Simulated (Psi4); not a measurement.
# SiH4 (silane): CCSD(T)/def2-SVP (sweep point 4)

What is the vertical ionisation energy of SiH4 (silane) at CCSD(T)/def2-SVP (sweep point 4)? 

Program for the calculation: Psi4 1.11.

## Step 1: The system as given

The species is SiH4 (5 atoms), meant as a singlet with charge 0. SMILES: `[SiH4]`. The shape is that of a PBE0-D4/def2-TZVP optimisation.

Bond lengths: Si1–H2 1.485 Å, Si1–H3 1.485 Å, Si1–H4 1.485 Å, Si1–H5 1.485 Å. Angles: H2–Si1–H3 109.5°, H2–Si1–H4 109.5°, H2–Si1–H5 109.5°, H3–Si1–H4 109.5°, H3–Si1–H5 109.5°, H4–Si1–H5 109.5°.

## Step 2: A single-point energy at CCSD(T)/def2-SVP (sweep point 4)

File calc.in:

```
memory 1600 mb

molecule system {
  0 1
  Si     0.00000000     0.00000000    -0.00018897
  H      1.82849900    -1.30088746     1.68355700
  H     -2.51522547     0.08484870     1.23966034
  H     -0.19861022    -1.39896425    -2.42376273
  H      0.88533669     2.61500301    -0.49926564
  units bohr
  symmetry c1
}

set {
  basis def2-SVP
  puream true
  scf_type pk
  num_frozen_docc 5
}

energy_value, wavefunction = energy("ccsd(t)", return_wfn=True)
```

Launch:

```console
$ psi4 -n 1 calc.in calc.out
```

calc.out:

```text
[...]
  Running in c1 symmetry.
[...]
  Nuclear repulsion =   21.270588284971325
[...]
  Multiplicity = 1
[...]
  Nalpha       = 9
  Nbeta        = 9
[...]
    Number of basis functions: 38
[...]
   @RHF iter   1:  -291.13225643644387   -4.83062e-01   3.04246e-03 ADIIS/DIIS
[...]
   @RHF iter   8:  -291.15391134390063   -7.38964e-13   1.41914e-09 DIIS
[...]
    Orbital Energies [Eh]
    ---------------------
    Doubly Occupied:
       1A    -68.755869     2A     -6.128902     3A     -4.238971
       4A     -4.238971     5A     -4.238971     6A     -0.730646
       7A     -0.486627     8A     -0.486603     9A     -0.486585
[...]
  @RHF Final Energy:  -291.15391134390063
   => Energetics <=
    Nuclear Repulsion Energy =             21.2705882849713248
    One-Electron Energy =                -445.2647124210667471
    Two-Electron Energy =                 132.8402127921948477
    Total Energy =                       -291.1539113439005746
[...]
 Multipole Moments:
 ------------------------------------------------------------------------------------
     Multipole            Electronic (a.u.)      Nuclear  (a.u.)        Total (a.u.)
 ------------------------------------------------------------------------------------
 L = 1.  Multiply by 2.5417464519 to convert [e a0] to [Debye]
 Dipole X            :         -0.0000013            0.0000000           -0.0000013
 Dipole Y            :         -0.0000079            0.0000000           -0.0000079
 Dipole Z            :         -0.0006686            0.0004094           -0.0002593
 Magnitude           :                                                    0.0002594
[...]
      * MP2 total energy                      = -291.269471156038435
[...]
      * CCSD total energy                     = -291.299460092754771
[...]
      * CCSD(T) total energy                  = -291.301868393674852
[...]
```

Run time: 4.5 s. Hardware: 1 thread of Intel Xeon Platinum 8175M at 2.50GHz (Skylake/Cascade Lake), shared host; peak memory 0.2 GiB.

## Step 3: The doublet cation

File calc.dat:

```
memory 1.6 GB

molecule {
  1 2
  Si     0.00000000     0.00000000    -0.00018897
  H      1.82849900    -1.30088746     1.68355700
  H     -2.51522547     0.08484870     1.23966034
  H     -0.19861022    -1.39896425    -2.42376273
  H      0.88533669     2.61500301    -0.49926564
  units bohr
  symmetry c1
}

set reference uhf
set puream true
set scf_type pk
set num_frozen_docc 5
set maxiter 150

e, wfn = energy('ccsd(t)/def2-SVP', return_wfn=True)
```

Launch:

```console
$ psi4 -i calc.dat -o calc.out -n 1
```

calc.out:

```text
[...]
  Running in c1 symmetry.
[...]
  Nuclear repulsion =   21.270588284971325
[...]
  Multiplicity = 2
[...]
  Nalpha       = 9
  Nbeta        = 8
[...]
    Number of basis functions: 38
[...]
   @UHF iter   1:  -290.65080477791935   -1.61053e-03   5.35080e-03 DIIS/ADIIS
[...]
   @UHF iter  19:  -290.70864809551216   -1.53477e-12   4.91123e-09 DIIS
[...]
   @S^2 Observed:                8.062169566E-01
[...]
    Orbital Energies [Eh]
    ---------------------
    Alpha Occupied:
       1A    -69.062570     2A     -6.437216     3A     -4.553986
       4A     -4.544250     5A     -4.543419     6A     -1.069565
       7A     -0.898116     8A     -0.791551     9A     -0.736172
    Alpha Virtual:
      10A     -0.088706    11A     -0.084768    12A     -0.069617
      13A     -0.017570    14A      0.120053    15A      0.167551
      16A      0.206997    17A      0.233615    18A      0.303143
      19A      0.320500    20A      0.429971    21A      0.437786
      22A      0.448524    23A      0.546422    24A      0.795352
      25A      0.850302    26A      0.898232    27A      1.267335
[...]
  @UHF Final Energy:  -290.70864809551216
   => Energetics <=
    Nuclear Repulsion Energy =             21.2705882849713248
    One-Electron Energy =                -439.7692283063863670
    Two-Electron Energy =                 127.7899919259028962
    Total Energy =                       -290.7086480955121601
  UHF NO Occupations:
  HONO-2 :    7  A 1.9997410
  HONO-1 :    8  A 1.9718465
[...]
 Multipole Moments:
 ------------------------------------------------------------------------------------
     Multipole            Electronic (a.u.)      Nuclear  (a.u.)        Total (a.u.)
 ------------------------------------------------------------------------------------
 L = 1.  Multiply by 2.5417464519 to convert [e a0] to [Debye]
 Dipole X            :         -0.1403270            0.0000000           -0.1403270
 Dipole Y            :         -0.2482259            0.0000000           -0.2482259
 Dipole Z            :          0.5962846            0.0004094            0.5966939
 Magnitude           :                                                    0.6613255
[...]
      * MP2 total energy                      = -290.803129361830997
[...]
      * CCSD total energy                     = -290.834403387852944
[...]
      * CCSD(T) total energy                     = -290.836996869710447
[...]
```

Wall time 6.9 s (1 thread of Intel Xeon Platinum 8175M at 2.50GHz (Skylake/Cascade Lake), shared host); peak memory 0.2 GiB.

## Step 4: Outcome

At CCSD(T)/def2-SVP (sweep point 4), 5 core orbitals frozen:

```
                                                                  quantity          value
                                                singlet SiH4: total energy  -291.30187 Eh
                         singlet SiH4: HOMO energy (Hartree–Fock orbitals)      -13.24 eV
                         singlet SiH4: LUMO energy (Hartree–Fock orbitals)        4.82 eV
                       singlet SiH4: HOMO–LUMO gap (Hartree–Fock orbitals)       18.06 eV
                 singlet SiH4: correlation energy (5 core orbitals frozen)     -148.0 mEh
                                              singlet SiH4: (T) correction      -2.41 mEh
                                               singlet SiH4: T1 diagnostic          0.010
                                              doublet cation: total energy  -290.83700 Eh
doublet cation: HOMO energy (Hartree–Fock orbitals) (highest over α and β)      -19.48 eV
 doublet cation: LUMO energy (Hartree–Fock orbitals) (lowest over α and β)      -11.05 eV
               doublet cation: correlation energy (5 core orbitals frozen)     -128.3 mEh
                                            doublet cation: (T) correction      -2.59 mEh
                         doublet cation: ⟨S²⟩ of the reference determinant          0.806
                                             doublet cation: T1 diagnostic          0.031
                        vertical ionisation energy (to the doublet cation)      12.650 eV
```

Removing an electron at fixed nuclei costs 12.65 eV (1221 kJ/mol). The triples (singlet SiH4) make up 1.6 % of the correlation energy. The triples (doublet cation) make up 2.0 % of the correlation energy.
